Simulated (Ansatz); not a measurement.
Basis-set extrapolation for H$_{4}$SSi$_{2}$ (`[SiH2]1[SiH2]S1`) (PBE0-D4/def2-TZVP geometry, frozen core, Ansatz 0.2.0). Multiplicity 1, RHF reference.

```
                      def2-TZVPP   def2-QZVPP
                 HF  -977.777606  -977.806396
    MP2 correlation    -0.415346    -0.449923
CCSD(T) correlation    -0.483770      not run
```

Energies in hartree. Use E(X) = E(∞) + A·exp(−7.88·√X) for Hartree–Fock and E(X) = E(∞) + B·X^(−2.97) for correlation, with X = 3 and 4, and add CCSD(T) minus MP2 of the smaller set to the MP2 limit.

Q: What is the CCSD(T) energy at the basis-set limit?

A: HF limit: -977.806396 + (-0.028790) × 0.13774 = -977.81036. MP2 limit: -0.449923 + (-0.034577) × 0.74074 = -0.47554. Higher-order term: -0.483770 − (-0.415346) = -0.06842. Total: -978.35432 hartree, 2.53 eV below CCSD(T)/def2-TZVPP.
